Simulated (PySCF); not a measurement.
Gas-phase reaction: AlH₃.NH₃ → AlH + NH₃ + H₂

Method: PySCF energies plus ideal-gas RRHO corrections (1 bar). † marks an energy on the PBE0/def2-TZVP geometry and frequencies; other levels use their own. 6-31G* has spherical d functions here. All species are closed-shell singlets. B3LYP is the form with VWN-RPA correlation. Adducts (AlH₃.NH₃) have no counterpoise correction, and HF, PBE, BLYP, B3LYP and PBE0 lack dispersion. AlH₃.NH₃: computed as isolated molecules; such fragments, hydroxides, amides, oligomers or adducts are transient or little studied in the gas. The harmonic model lacks anharmonicity and excited electronic states, which grow with temperature; levels with a mode under 35 cm⁻¹ are left out.

| level | ΔE electronic, kJ | ΔH°(298 K), kJ | ΔS°(298 K), J/K | ΔG°(600 K), kJ |
|---|---|---|---|---|
| B3LYP/6-31G* | 256 | 240 | 240 | 95 |
| B3LYP/def2-TZVP† | 238 | 222 | 241 | 77 |
| HF/6-31G* | 258 | 241 | 241 | 96 |
| PBE0/def2-QZVP† | 259 | 243 | 241 | 98 |
| PBE0/def2-SVP† | 290 | 274 | 241 | 129 |
| PBE0/def2-TZVP | 261 | 245 | 241 | 100 |
| r2SCAN/def2-TZVP† | 277 | 261 | 241 | 116 |
| ωB97M-V/def2-TZVP† | 255 | 239 | 241 | 94 |
| ωB97X-V/def2-TZVP† | 273 | 257 | 241 | 112 |
ΔH° is lowest at B3LYP/def2-TZVP† and highest at PBE0/def2-SVP†. No reference value is set beside these.
